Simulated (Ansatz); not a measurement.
`O=COC(F)Cl` + H–F → `FC(F)Cl` + `O=CO` at 298.15 K and 1 bar (substitution at a C–O bond).

Calculated with Ansatz (gas phase, PBE0-D4/def2-TZVP geometries, no zero-point term in ΔE). CCSD(T)/CBS is the MP2 limit (def2-TZVPP, def2-QZVPP) plus CCSD(T) − MP2 in def2-TZVPP, frozen cores. This one scheme is used for every species. One conformer a species, not always the lowest.

| species | CCSD(T)/CBS energy (Eh) | H − E (kJ/mol) | S (J/(mol·K)) |
| --- | --- | --- | --- |
| `O=COC(F)Cl` | -787.20796 | 137.8 | 333.7 |
| H–F | -100.39570 | 33.5 | 173.6 |
| `FC(F)Cl` | -698.00348 | 74.2 | 280.9 |
| `O=CO` | -189.60296 | 100.2 | 248.1 |

H − E and S are ideal-gas, rigid-rotor, harmonic terms from PBE0-D4/def2-TZVP, for one conformer and one mirror image of each species. 1 Eh = 2625.50 kJ/mol, R = 8.31446 J/(mol·K).

Task: By hand: ΔE, ΔH, ΔS and ΔG.

Result: ΔE = (-698.00348) + (-189.60296) − (-787.20796) − (-100.39570) = -0.00278 Eh = -7.3 kJ/mol. Δ(H − E) = 74.2 + 100.2 − 137.8 − 33.5 = 3.1, so ΔH = -4.2 kJ/mol. ΔS = 280.9 + 248.1 − 333.7 − 173.6 = 21.7 J/(mol·K). ΔG = -4.2 − 298.15 × (21.7)/1000 = -10.7 kJ/mol.

Task: By hand: the equilibrium constant, and the temperature at which ΔG would vanish if ΔH and ΔS stayed fixed.

Result: log₁₀ K = −ΔG/(RT ln 10) = 1.9. ΔH and −TΔS have one sign here, so there is no such temperature. One of them is within its doubt of zero, so this could turn.

TΔS isn't small against ΔH here. A doubt of 5 kJ/mol in ΔE shifts log₁₀ K by 0.9 here. Other conformers and mirror images would add mixing entropy, several J/(mol·K) or more a flexible species. Modes under 60 cm⁻¹, often nearly free rotors, make the harmonic entropy too high. These are equilibria of isolated gas molecules and say nothing of rates. Largest T1 diagnostic: 0.016 (customary marks: 0.02 for closed shells, 0.045 for open ones).
